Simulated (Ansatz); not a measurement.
The first iterations of a band of BClH₅N (8 atoms, charge 0, multiplicity 1).

Theory: RKS PBE-D4/def2-mTZVP in Ansatz.

```
movable images  : 9
climbing image  : yes
spring          : 5.0 eV/Å²
optimiser       : quadratic models (default)
start path      : through a guess of the saddle point
force threshold : 0.05 eV/Å
iteration limit : 60
end points      : relaxed
```

Initial state:

```xyz
8
Properties=species:S:1:pos:R:3
B 0.003 -0.145 0.169
H 0.160 0.616 1.096
H 0.937 -0.245 -0.592
Cl -1.611 0.171 -0.734
N -0.214 -1.625 0.824
H -0.403 -2.319 0.090
H 0.608 -1.934 1.357
H -1.027 -1.625 1.453
```

Final state:

```xyz
8
Properties=species:S:1:pos:R:3
B 0.090 -0.755 -0.598
H -0.815 0.552 2.934
H 1.106 -0.147 -0.762
Cl -1.411 -0.143 -1.346
N 0.056 -1.923 0.160
H -0.788 -2.471 0.317
H 0.887 -2.310 0.600
H -0.674 0.092 2.358
```

| iteration | highest image above the first end (eV) | largest band force component (eV/Å) |
| --- | --- | --- |
| 1 | 5.501 | 7.222 |
| 2 | 3.472 | 4.993 |
| 3 | 2.491 | 3.883 |
| 4 | 2.430 | 3.908 |

Q: Does the band converge within its limit, and where does its top end?

A: It converged. It ended after 13 iterations with the highest image 1.830 eV above the first end. Neighbouring images differ by up to 1.3 eV, so the band resolves the path poorly. A vibrational analysis at the climbing image gives one clearly imaginary mode, 1309i cm⁻¹: a first-order saddle point. The orbitals stay closed-shell, which can raise the energy where a bond breaks towards radicals; this wasn't checked here.

The run took 120 s on 2 threads of Arm Neoverse V1, on a shared host, peak memory 0.14 GiB.
